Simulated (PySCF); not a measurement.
# SiH3Cl (chlorosilane) at B3LYP/STO-3G

Aim: the energy change on altering one bond length of SiH3Cl (chlorosilane) at B3LYP/STO-3G, from 2 runs. The job is set up through a Python script.

The results are computed with PySCF 2.14.0.

9 further runs of the same task are left out: 9 set aside as unsound or not needed.

## Step 1: The system as given

The species is SiH3Cl (5 atoms), meant as a singlet with charge 0. SMILES: `[SiH3]Cl`. Geometry: relaxed at PBE0-D4/def2-TZVP.

Bond lengths: Si1–Cl2 2.054 Å, Si1–H3 1.481 Å, Si1–H4 1.481 Å, Si1–H5 1.481 Å. Angles: Cl2–Si1–H3 108.5°, Cl2–Si1–H4 108.5°, Cl2–Si1–H5 108.5°, H3–Si1–H4 110.4°, H3–Si1–H5 110.4°, H4–Si1–H5 110.4°.

## Step 2: A single-point energy at B3LYP/STO-3G

calc.py

```python
from pyscf import gto, dft

system = gto.M(
    atom='''
Si  -0.112000   0.018600  -0.030900
Cl   1.838300  -0.513500   0.329900
H   -0.950900  -0.488300   1.079100
H   -0.534700  -0.585700  -1.314900
H   -0.190800   1.495400  -0.104700
''',
    max_memory=1860,
    verbose=3,
    charge=0,
    basis='sto-3g',
)

mf = dft.RKS(system, xc='b3lyp')
mf.conv_tol = 1e-10
mf.grids.level = 5
mf.kernel()
if not mf.converged:
    mf = mf.newton().run(mf.mo_coeff, mf.mo_occ)

e_final = mf.e_tot
print('E(%s) = %.9f' % ('B3LYP', e_final))
```

The run is started by

```
$ OMP_NUM_THREADS=1 python calc.py
```

Standard output:

```text
converged SCF energy = -743.162843219553
E(B3LYP) = -743.162843220
```

It took 3.3 s on 1 thread of Arm Neoverse V1, shared host; peak memory 0.2 GiB.

## Step 3: The distorted shape at the same level

input.py

```python
from pyscf import gto, dft

molecule = gto.Mole()
molecule.atom = '''
Si     0.055795     0.119989    -0.252920
Cl     2.006095    -0.412111     0.107880
H     -0.950900    -0.488300     1.079100
H     -0.366905    -0.484311    -1.536920
H     -0.023005     1.596789    -0.326720
'''
molecule.basis = 'sto-3g'
molecule.charge = 0
molecule.max_memory = 1860
molecule.verbose = 3
molecule.spin = 0
molecule.build()

calc0 = dft.RKS(molecule, xc='b3lyp')
calc0.conv_tol = 1e-10
calc0.grids.level = 5
calc0.kernel()
if not calc0.converged:
    calc0 = calc0.newton().run(calc0.mo_coeff, calc0.mo_occ)

etot = calc0.e_tot
print(f'total energy: {etot:.8f} hartree')
```

The run is started by

```
$ OMP_NUM_THREADS=1 python input.py
```

Standard output:

```text
converged SCF energy = -743.129094630093
total energy: -743.12909463 hartree
```

It took 2.8 s on 1 thread of Arm Neoverse V1, shared host; peak memory 0.2 GiB.

## Step 4: Outcome

At B3LYP/STO-3G:

| quantity | value |
| --- | --- |
| first shape: total energy | -743.16284 Eh |
| first shape: dipole moment | 2.51 D |
| first shape: HOMO energy | -6.32 eV |
| first shape: LUMO energy | 4.35 eV |
| first shape: HOMO–LUMO gap | 10.67 eV |
| distorted shape: total energy | -743.12909 Eh |
| distorted shape: dipole moment | 2.43 D |
| distorted shape: HOMO energy | -6.21 eV |
| distorted shape: LUMO energy | 3.67 eV |
| distorted shape: HOMO–LUMO gap | 9.88 eV |
| energy change with the Si1–H3 bond stretched from 1.481 to 1.777 Å | 0.918 eV |

What this shows: With the Si1–H3 bond stretched from 1.481 to 1.777 Å the energy rises by 0.92 eV (88.6 kJ/mol). The first shape isn't relaxed at this level, so the change isn't measured from a minimum. The minimal basis adds a large error of its own.
